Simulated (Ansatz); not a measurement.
**C₃H₇O₂+: up Jacob's ladder to CCSD(T)**

An exercise on one series of results from a longer session: the logs are not shown, and one member is left open.

Computed with Ansatz 0.2.0, Gaussian basis. Level: functionals in def2-TZVPP, the program's frozen cores in correlated methods.

Levels to be run: LDA (SPW92), PBE-D4, revPBE-D4, BLYP-D4, r2SCAN-D4, B97M-V, PBE0-D4, B3LYP-D4, r2SCANh-D4, r2SCAN0-D4, HSE06-D4, BHLYP-D4, CAM-B3LYP-D4, LC-ωPBE, ωB97X-V, ωB97M-V, B2PLYP, PBE-QIDH; CCSD(T)/def2-SVP; CCSD(T)/def2-TZVPP; MP2/def2-QZVPP; extrapolation to the limit; RPA on PBE.

## The geometry

The geometry comes from an earlier relaxation with PBE0-D4 in a triple-zeta def2 set; it is a stationary point, not always the lowest conformer.

SMILES `COC(C)=[OH+]`, 12 atoms, charge 1, spin multiplicity 1.

Atoms are counted from 1 here; the program's logs count them from 0.

Bond lengths: C1–O2 1.463 Å, C1–H6 1.088 Å, C1–H7 1.088 Å, C1–H8 1.084 Å, O2–C3 1.259 Å, C3–C4 1.471 Å, C3–O5 1.287 Å, C4–H9 1.095 Å, C4–H10 1.095 Å, C4–H11 1.087 Å, O5–H12 0.970 Å. Angles: O2–C1–H6 108.9°, O2–C1–H7 108.8°, O2–C1–H8 104.3°, H6–C1–H7 111.3°, H6–C1–H8 111.6°, H7–C1–H8 111.6°, C1–O2–C3 121.1°, O2–C3–C4 119.1°, O2–C3–O5 117.7°, C4–C3–O5 123.2°, C3–C4–H9 109.4°, C3–C4–H10 109.4°, C3–C4–H11 110.4°, H9–C4–H10 107.8°, H9–C4–H11 109.9°, H10–C4–H11 109.9°, C3–O5–H12 113.4°.

The first run:

in.yaml reads:

```yaml
crystal:
  periodic: [false, false, false]
  atoms:
    - {symbol: C, position_ang: [-1.735897, 0.943237, 0.215307]}
    - {symbol: O, position_ang: [-0.877214, -0.157553, -0.222649]}
    - {symbol: C, position_ang: [0.364226, -0.137611, -0.013752]}
    - {symbol: C, position_ang: [1.185480, -1.268763, -0.473152]}
    - {symbol: O, position_ang: [0.852016, 0.884137, 0.597704]}
    - {symbol: H, position_ang: [-1.661005, 1.039206, 1.296593]}
    - {symbol: H, position_ang: [-1.419914, 1.855788, -0.286176]}
    - {symbol: H, position_ang: [-2.731897, 0.643304, -0.091309]}
    - {symbol: H, position_ang: [1.699975, -1.715786, 0.383380]}
    - {symbol: H, position_ang: [1.947509, -0.905158, -1.169779]}
    - {symbol: H, position_ang: [0.564401, -2.015145, -0.961699]}
    - {symbol: H, position_ang: [1.812319, 0.834344, 0.725522]}
basis:
  gaussian: {orbitals: def2-TZVPP}
total_charge: 1
hamiltonian: {xc: lda}
output: {orbitals: {seedname: orbitals}}
```

The run is started by

```sh
ansatz run in.yaml --threads 2 --pin off --events-out ev --progress --plain --max-ram 32768MiB --backend cpu
```

Steps of the session up to this table: LDA; PBE-D4 (GGA); revPBE-D4 (GGA); BLYP-D4 (GGA); r2SCAN-D4 (meta-GGA); B97M-V (meta-GGA); PBE0-D4 (hybrid); B3LYP-D4 (hybrid); r2SCANh-D4 (hybrid); r2SCAN0-D4 (hybrid); HSE06-D4 (hybrid); BHLYP-D4 (hybrid); CAM-B3LYP-D4 (range-separated); LC-ωPBE (range-separated); ωB97X-V (range-separated); ωB97M-V (range-separated); B2PLYP (double hybrid); PBE-QIDH (double hybrid).

One table of the session follows, with a row left open; its other results are not shown here.

It belongs to the step «Frontier levels by functional». Levels, from each run's orbital file:

| functional | HOMO (eV) | LUMO (eV) | gap (eV) |
| --- | --- | --- | --- |
| LDA (SPW92) | -14.09 | -8.03 | 6.06 |
| PBE-D4 | -14.01 | -7.81 | 6.19 |
| revPBE-D4 | -13.97 | -7.73 | 6.24 |
| BLYP-D4 | -13.93 | -7.72 | 6.21 |
| r2SCAN-D4 | ? | ? | ? |
| B97M-V | -14.43 | -7.44 | 6.99 |
| PBE0-D4 | -15.52 | -6.70 | 8.82 |
| B3LYP-D4 | -15.30 | -6.99 | 8.31 |
| r2SCANh-D4 | -14.89 | -7.15 | 7.74 |
| r2SCAN0-D4 | -15.74 | -6.53 | 9.21 |
| HSE06-D4 | -15.11 | -7.09 | 8.02 |
| BHLYP-D4 | -17.00 | -5.44 | 11.55 |
| CAM-B3LYP-D4 | -16.99 | -5.48 | 11.51 |
| LC-ωPBE | -18.37 | -4.23 | 14.15 |
| ωB97X-V | -18.00 | -4.27 | 13.73 |
| ωB97M-V | -17.88 | -4.34 | 13.54 |

Estimate the missing values for r2SCAN-D4.

Worked estimate for «HOMO (eV)». Against the share of exact exchange, r2SCANh-D4 (0.1, -14.89), r2SCAN0-D4 (0.25, -15.74) give a slope of -5.67 per unit share; at 0 the line stands at -14.32.

**Answer.** HOMO (eV): -14.32; LUMO (eV): -7.55; gap (eV): 6.77. In «HOMO (eV)» the line misses by 0.00.
